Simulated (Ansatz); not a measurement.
# BH2− (triplet): the correlation ladder at distance B1–H2 = 2.264 Å, aug-cc-pVDZ

How much of the correlation energy of BH2− (triplet) does each wave-function method recover here?

Method: aug-cc-pVDZ, core rule «outside noble gas», up to 1 orbitals frozen; program: Ansatz 0.2.0, Gaussian basis.

Plan: UHF; CCSD(T) on ROHF; CCSD(T) on UHF; BCCD(T) on ROHF; CISD; CCSDT(Q) on ROHF; CCSDT(Q) on UHF; CCSDTQ on ROHF; CASSCF and MRCISD+Q, 4 electrons in 4 orbitals; CASSCF and NEVPT2, 4 electrons in 4 orbitals; CASSCF and MRCISD+Q, 6 electrons in 6 orbitals; CASSCF and NEVPT4(SD), 6 electrons in 6 orbitals; CASSCF and NEVPT2, 6 electrons in 6 orbitals; Full CI.

### Step 1. The system

The geometry derives from a PBE0/def2-TZVPD stationary point (not a proven minimum). One bond is set to the value named and the two fragments are kept rigid.

3 atoms, charge -1, spin multiplicity 3.

Atoms are counted from 1 here; the program's logs count them from 0.

Bond lengths: B1–H3 1.209 Å.

### Step 2. UHF

in.yaml reads:

```yaml
crystal:
  periodic: [false, false, false]
  atoms:
    - {symbol: B, position_ang: [0.000000, -0.117618, 0.074800]}
    - {symbol: H, position_ang: [0.000000, 0.858080, -1.968166]}
    - {symbol: H, position_ang: [0.000000, 0.403466, 1.165873]}
basis:
  gaussian: {orbitals: aug-cc-pVDZ}
total_charge: -1
magnetization: {spin_polarized: true, initial_magnetization: 2}
hamiltonian: {xc: hf}
output: {orbitals: {seedname: orbitals}}
```

Run with:

```
ansatz run in.yaml --threads 1 --pin off --events-out ev --progress --plain --max-ram 4096MiB --backend cpu
```

After this run come: CCSD(T) on ROHF; CCSD(T) on UHF; BCCD(T) on ROHF; CISD; CCSDT(Q) on ROHF; CCSDT(Q) on UHF; CCSDTQ on ROHF; CASSCF and MRCISD+Q, 4 electrons in 4 orbitals; CASSCF and NEVPT2, 4 electrons in 4 orbitals; CASSCF and MRCISD+Q, 6 electrons in 6 orbitals; CASSCF and NEVPT4(SD), 6 electrons in 6 orbitals; CASSCF and NEVPT2, 6 electrons in 6 orbitals; Full CI.

**Question.** What will the summary of the whole plan be? Wanted: FCI from the RHF energy; RMP2 from FCI; UMP2 from FCI; RCCSD from FCI; RCCSD(T) from FCI; UCCSD(T) from FCI; RCCSDT(Q) from FCI; UCCSDT(Q) from FCI; NEVPT2 pair from FCI.

As calculated:

| quantity | value |
| --- | --- |
| FCI from the ROHF energy | -3.3127 eV |
| RMP2 from FCI | +96.6 kJ/mol |
| UMP2 from FCI | +98.7 kJ/mol |
| RCCSD from FCI | +17.7 kJ/mol |
| RCCSD(T) from FCI | +5.1 kJ/mol |
| UCCSD(T) from FCI | +5.1 kJ/mol |
| RCCSDT(Q) from FCI | +0.1 kJ/mol |
| UCCSDT(Q) from FCI | 0.0 kJ/mol |
| NEVPT2 pair from FCI | +72.0 kJ/mol |
| MRCISD+Q pair from FCI | +2.2 kJ/mol |
| NEVPT2 valence from FCI | +71.3 kJ/mol |
| levels within 1 kcal/mol (43 meV) | RCCSDT, UCCSDT, RCCSDT(Q), UCCSDT(Q), RCCSDTQ, MRCISD+Q pair, MRCISD+Q valence |
| T1 diagnostic | 0.060 |
| effectively unpaired electrons | 2.13 |

RCCSD(T) lands +5.1 kJ/mol from the yardstick (1.6 % of the correlation energy). The occupations are near whole numbers, but T1 = 0.060 shows that the orbitals relax strongly. Of the multireference levels listed MRCISD+Q pair comes nearest in total energy (+2.2 kJ/mol), which doesn't show that its space is the better one. These misses are within one basis, not against nature; the frozen cores of restricted and unrestricted runs differ, which can shift their rows.

Levels on UHF freeze UHF's core orbitals, full CI those of ROHF, so the U rows can settle a little off it for that reason alone.

With open shells the CI space here admits some triples and quadruples, so it is larger than plain CISD.
